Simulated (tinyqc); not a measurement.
Hueckel theory of the pi electrons, for the molecule C=CC=C (SMILES; centres numbered as the heavy atoms are written), step by step. One step of it, computed by the program tinyqc.

Problem. Energy, charges, bond orders. E = sum n x; q_r = z_r - P_rr; bond order p = P_rs; free valence = sqrt(3) - sum of p over the bonds of the atom.

x values: 1.618034  0.618034  -0.618034  -1.618034

occupations: 2.000000  2.000000  0.000000  0.000000

charge and bond-order matrix P:
```
,1C,2C,3C,4C
1C,1.000000,0.894427,0.000000,-0.447214
2C,0.894427,1.000000,0.447214,0.000000
3C,0.000000,0.447214,1.000000,0.894427
4C,-0.447214,0.000000,0.894427,1.000000
```

Centres:
```
centre,"z_r, pi electrons of the neutral centre",h
1C,1,0.000000
2C,1,0.000000
3C,1,0.000000
4C,1,0.000000
```

Bonds:
```
i,j,k
1,2,1
2,3,1
3,4,1
```

Give: pi energy = 4 alpha + this times beta; pi charges; Bond orders and lengths from R = 1.517 - 0.180 p; free valence of the carbons; gap between the highest filled and the next level.

Solution.

pi energy = 4 alpha + this times beta = 4.472

pi charges: 1C 0.000, 2C 0.000, 3C 0.000, 4C 0.000

Bond orders and lengths from R = 1.517 - 0.180 p (angstrom, C-C alone):
```
bond,p,R
1-2,0.894,1.356
2-3,0.447,1.437
3-4,0.894,1.356
```

free valence of the carbons: 1C 0.838, 2C 0.390, 3C 0.390, 4C 0.838

gap between the highest filled and the next level = 1.236 |beta|
